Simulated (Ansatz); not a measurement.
Input file:

```yaml
crystal:
  periodic: [false, false, false]
  atoms:
    - {symbol: Cu, position_ang: [0.000000, 0.000000, 0.000000]}
    - {symbol: F, position_ang: [0.000000, 0.000000, 1.690800]}
basis:
  gaussian: {orbitals: def2-SVP}
total_charge: 1
magnetization: {spin_polarized: false, initial_magnetization: 2}
hamiltonian: {xc: {name: PBE}}
correlation: {method: ccsd_t, electrons: outside_noble_gas}
scf: {omitted_lower_state_checks: [cluster_reference]}
output: {forces: true}
```

```sh
$ ansatz run in.yaml --threads 1 --pin off --events-out ev --progress --plain --max-ram 2393MiB
```

(1) One thing in this input was set wrong on purpose, beside settings that are merely unusual. What is the gravest fault, and what does the program do?

## Answers

(1) Multiplicity of wrong parity. How the run ends: refused.
```
Error: a molecule whose nuclei and cores have a total charge of 38 cannot have a net charge of 1 together with 2 unpaired electrons
```
